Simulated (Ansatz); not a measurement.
Consider the isomerisation: `C=C1NCO1` → `NC1=COC1`.

Program: Ansatz. Geometries: PBE0-D4/def2-TZVP. ΔE: electronic, gas phase. CCSD(T)/CBS adds triple-zeta CCSD(T) − MP2 to the extrapolated MP2 energy (def2 sets, frozen cores). DFT in def2-TZVPP. B3LYP here is the variant with VWN-RPA as its local correlation; programs differ in this. HSE06 is defined as in plane-wave codes. One conformer a species, not always the lowest.

```
             level  ΔE (kJ/mol)  difference from CCSD(T)/CBS
       LDA (SPW92)         34.5                          0.4
            PBE-D4         34.5                          0.4
           BLYP-D4         37.2                          3.1
            B97M-V         40.9                          6.8
           ωB97X-V         42.4                          8.3
          PBE-QIDH         38.6                          4.5
              BLYP         36.7                          2.6
             B3LYP         39.9                          5.8
             HSE06         38.5                          4.4
           LC-ωPBE         39.6                          5.5
RPA@PBE/def2-TZVPP         38.9                          4.8
      MP2/def2-SVP         35.5                          1.4
  CCSD(T)/def2-SVP         38.9                          4.8
CCSD(T)/def2-TZVPP         37.2                          3.1
     MP2/CBS(def2)         30.6                         -3.5
    CCSD/CBS(def2)         36.7                          2.6
       CCSD(T)/CBS         34.1                            0
```

Question: What do rigid-rotor, harmonic-oscillator terms from PBE0-D4/def2-TZVP frequencies (298.15 K, 1 bar) make of the CCSD(T)/CBS value? (An estimate is asked.)

Answer: Ansatz gave: ΔZPE = -0.4 kJ/mol, ΔH = +34.7 kJ/mol, ΔS = 6 J/(mol·K), ΔG = +32.8 kJ/mol.

Largest T1 diagnostic among the species: 0.013.

From PBE to PBE0 (25 % exact exchange), in def2-TZVPP and without D4, ΔE moves by +4.1 kJ/mol. In def2-TZVPP, CCSD(T) changes the Hartree–Fock value by −19.1 kJ/mol (the triples alone add −2.6 kJ/mol) and MP2 by −22.6 kJ/mol.
